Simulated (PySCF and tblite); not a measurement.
Results of a calculation; reference values are marked as such.
Molecule: C5H9N, numbered as in [CH2:1]=[C:2]1[CH2:3][CH2:4][NH:5][CH2:6]1.

The mean out-of-plane torsion at N5 (0° is planar) is held and the rest relaxed at GFN2-xTB. Energies: PBE/pcSseg-1 + D3(BJ). (tblite 0.8, PySCF 2.14.)

Problem. Give the DFT energy and dipole along the out-of-plane angle.

Solution. 
| out-of-plane angle ° | E kcal/mol | dipole D |
| --- | --- | --- |
| -46 | 1.36 | 1.22 |
| -38 | 0.00 | 1.02 |
| -28 | 2.18 | 0.97 |
| -14 | 4.63 | 0.99 |
| 0 | 4.84 | 0.77 |
| 15 | 3.12 | 0.71 |
| 28 | 0.76 | 0.89 |
| 37 | 0.40 | 1.14 |
| 45 | 3.15 | 1.38 |

Problem. Where is the lowest sampled point, and what does the planar form cost?

Solution. At -38°; the point at 0° lies 4.84 kcal/mol above it.
